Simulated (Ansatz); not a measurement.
in.yaml

```yaml
crystal:
  periodic: [false, false, false]
  atoms:
    - {symbol: Al, position_ang: [0.000000, 0.000000, 2.413567]}
    - {symbol: Ga, position_ang: [0.000000, 0.000000, -0.427433]}
    - {symbol: H, position_ang: [0.000000, 0.000000, -1.986133]}
basis:
  gaussian: {orbitals: 6-31G}
magnetization: {spin_polarized: true, initial_magnetization: 3}
correlation: {method: bccd, electrons: outside_noble_gas}
output: {forces: true}
```

```sh
$ ansatz run in.yaml --threads 1 --pin off --events-out ev --progress --plain --max-ram 2393MiB
```

Output:

```
420 factors; integrals over basis functions are off by at most 6.4e-4 eV
mean field evaluation 1: about -58919.9455 eV, gradient 5.2e0 eV
mean field evaluation 2: about -58919.9656 eV, gradient 5.2e0 eV
mean field evaluation 4: about -58920.5823 eV, gradient 1.3e0 eV
mean field evaluation 8: about -58920.6698 eV, gradient 2.2e-1 eV
mean field evaluation 16: about -58920.6765 eV, gradient 9.2e-2 eV
mean field evaluation 32: about -58920.6816 eV, gradient 1.9e-3 eV
mean field evaluation 64: about -58920.6816 eV, gradient 6.7e-3 eV
mean field evaluation 96: about -58919.6616 eV, gradient 3.0e0 eV
mean field evaluation 128: about -58920.5872 eV, gradient 1.7e0 eV
mean field evaluation 160: about -58920.7225 eV, gradient 2.1e-1 eV
...
cycle   9  -2.13864307 eV  change    6.8e-5 eV  update   1.2e-4
cycle  10  -2.13864741 eV  change   -4.3e-6 eV  update   4.6e-5
cycle  11  -2.13865201 eV  change   -4.6e-6 eV  update   2.7e-5
cycle  12  -2.13866320 eV  change   -1.1e-5 eV  update   1.8e-5
cycle  13  -2.13866611 eV  change   -2.9e-6 eV  update   1.0e-5
cycle  14  -2.13866774 eV  change   -1.6e-6 eV  update   4.8e-6
cycle  15  -2.13866801 eV  change   -2.7e-7 eV  update   2.2e-6
cycle  16  -2.13866792 eV  change    8.4e-8 eV  update   1.0e-6
cycle  17  -2.13866759 eV  change    3.3e-7 eV  update   4.9e-7
cycle  18  -2.13866778 eV  change   -1.9e-7 eV  update   2.0e-7
WARN: the results are in doubt because among natural orbitals full CI differs from the method by -0.085 eV
the calculation of the forces begins
Total energy: -58922.86285015 eV, -2165.3752703920 hartree
Atom 0 at     0.000000     0.000000     2.413567 Å, force     0.000000     0.000000    -1.722639 eV/Å
Atom 1 at     0.000000     0.000000    -0.427433 Å, force    -0.000000    -0.000000     2.284799 eV/Å
Atom 2 at     0.000000     0.000000    -1.986133 Å, force    -0.000000    -0.000000    -0.562160 eV/Å
Dipole moment:    -0.000000    -0.000000     0.151602 e Å
In doubt: among natural orbitals full CI differs from the method by -0.085 eV
```

Forces (eV/Å):
```
Al   0.000  0.000 -1.723
Ga   0.000  0.000  2.285
H    0.000  0.000 -0.562
```

Ran on 1 thread of Arm Neoverse V2, shared host: 10 s wall, 0.23 GiB peak host memory.
